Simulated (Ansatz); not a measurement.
**SiH₄ (triplet): wB97M-V, B2PLYP, RPA-PBE over a scan of the distance Si1–H2, cc-pVDZ**

The task here is to estimate one member of a computed series from the others.

Program: Ansatz 0.2.0, Gaussian basis. Level of theory: cc-pVDZ, all electrons in the functionals, frozen cores in the correlation of double hybrids and RPA. These are calculated values, not measurements.

To be run: wB97M-V, B2PLYP, RPA-PBE, at 1.350 Å; 1.529 Å; 1.660 Å; 2.136 Å; 2.840 Å; 4.124 Å.

## The geometry

The geometry derives from a PBE0/def2-TZVP stationary point (not a proven minimum). One bond is set to the value named and the two fragments are kept rigid.

5 atoms, charge 0, spin multiplicity 3.

Atoms are counted from 1 here; the program's logs count them from 0.

Bond lengths: Si1–H2 1.529 Å, Si1–H3 1.529 Å, Si1–H4 1.529 Å, Si1–H5 1.529 Å. Angles: H2–Si1–H3 90.0°, H2–Si1–H4 90.0°, H2–Si1–H5 180.0°, H3–Si1–H4 180.0°, H3–Si1–H5 90.0°, H4–Si1–H5 90.0°.

No dispersion term is added; wB97M-V holds VV10 nonlocal correlation.

The geometry shown and the zero of energy belong to the point 1.529 Å. The yardstick, FCI, and other wave-function levels (R restricted, U unrestricted, valence and pair active spaces) come from earlier runs.

Set-up of the first run:

Input file in.yaml:

```yaml
crystal:
  periodic: [false, false, false]
  atoms:
    - {symbol: Si, position_ang: [-0.000042, 0.003993, 0.003965]}
    - {symbol: H, position_ang: [-0.010216, 0.961878, 0.955202]}
    - {symbol: H, position_ang: [-0.016539, -1.073639, 1.088952]}
    - {symbol: H, position_ang: [0.016455, 1.081624, -1.081022]}
    - {symbol: H, position_ang: [0.011483, -1.081115, -1.073611]}
basis:
  gaussian: {orbitals: cc-pVDZ}
magnetization: {spin_polarized: true, initial_magnetization: 2}
hamiltonian: {xc: {name: wB97M-V}}
output: {forces: true, orbitals: {seedname: orbitals}}
```

Launch:

```sh
$ ansatz run in.yaml --threads 1 --pin off --events-out ev --progress --plain --max-ram 3956MiB --backend cpu
```

Steps of the session up to this table: wB97M-V, 1.350 Å; wB97M-V, 1.529 Å; wB97M-V, 1.660 Å; wB97M-V, 2.136 Å; wB97M-V, 2.840 Å; wB97M-V, 4.124 Å; B2PLYP, 1.350 Å; B2PLYP, 1.529 Å; B2PLYP, 1.660 Å; B2PLYP, 2.136 Å; B2PLYP, 2.840 Å; B2PLYP, 4.124 Å; RPA-PBE, 1.350 Å; RPA-PBE, 1.529 Å; RPA-PBE, 1.660 Å; RPA-PBE, 2.136 Å; RPA-PBE, 2.840 Å; RPA-PBE, 4.124 Å.

One of the session's tables, all rows but one given; the rest of the session is left out.

```
  level  1.350 Å  1.660 Å  2.136 Å  2.840 Å  4.124 Å
    FCI    0.335    0.058    0.608    0.724    0.708
wB97M-V    0.312    0.074    0.735    0.980    0.983
 B2PLYP    0.317    0.071    0.699    0.904    0.913
RPA-PBE        ?        ?        ?        ?        ?
```

Q: Estimate the row for RPA-PBE from the others.

**Answer.** 1.350 Å: 0.348; 1.660 Å: 0.053; 2.136 Å: 0.699; 2.840 Å: 0.879; 4.124 Å: 0.833. In the column «1.350 Å» it is the highest.

To keep in mind: The yardstick is full CI for this spin, exact in this basis with these frozen cores. Energies in eV, counted from 1.529 Å; blanks weren't run or aren't comparable.
